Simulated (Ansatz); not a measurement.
# AlCO+ (quintet): wave-function methods side by side, def2-TZVPP

An exercise on one series of results from a longer session: the logs are not shown, and one member is left open.

Program: Ansatz 0.2.0, Gaussian basis. Level of theory: def2-TZVPP, core rule «outside noble gas», up to 7 orbitals frozen. These are calculated values, not measurements.

To be run: UHF; ROHF; CCSD(T) on UHF.

### The geometry

The geometry is a PBE0/def2-TZVP stationary point (not a proven minimum) of the parent state, kept for this charge and spin.

3 atoms, charge 1, spin multiplicity 5.

Atoms are counted from 1 here; the program's logs count them from 0.

Bond lengths: Al1–C2 1.847 Å, C2–O3 1.158 Å. Angles: Al1–C2–O3 180.0°.

Set-up of the first run:

File in.yaml:

```yaml
crystal:
  periodic: [false, false, false]
  atoms:
    - {symbol: Al, position_ang: [0.000000, 0.000000, 1.617200]}
    - {symbol: C, position_ang: [0.000000, 0.000000, -0.229400]}
    - {symbol: O, position_ang: [0.000000, 0.000000, -1.387800]}
basis:
  gaussian: {orbitals: def2-TZVPP}
total_charge: 1
magnetization: {spin_polarized: true, initial_magnetization: 4}
hamiltonian: {xc: hf}
output: {orbitals: {seedname: orbitals}}
```

The run is started by

```console
> ansatz run in.yaml --threads 1 --pin off --events-out ev --progress --plain --max-ram 4096MiB --backend cpu
```

Among the steps run: UHF; ROHF; CCSD(T) on UHF.

One of the session's tables, all rows but one given; the rest of the session is left out.

```
  method  from UCCSD(T) (meV)
    ROHF              +9602.6
     UHF                    ?
    UMP2              +1073.9
   UCCSD               +346.5
UCCSD(T)                    0
```

Q: Estimate the row for UHF from the others.

As computed: from UCCSD(T) (meV): +9327.4. In the column «from UCCSD(T) (meV)» it lies between UMP2 (+1073.9) and ROHF (+9602.6).
